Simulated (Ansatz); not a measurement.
# How the LA phonon frequency at X of zinc-blende AlAs moves with the method

No measured value is used here.

```csv
level (code),value (cm⁻¹),cell (Å³/atom)
LDA (Ansatz),213,22.29
PBE (Ansatz),207,23.50
PBE-D3(BJ) (Ansatz),215,22.72
```

PBE-D3(BJ): the dispersion coefficients are held fixed in the derivatives. Each level is taken at its own relaxed cell. Ansatz's density-functional and Hartree–Fock values are scalar-relativistic unless marked +SOC, with PAW data made under PBE.

Ansatz is a first-principles code.
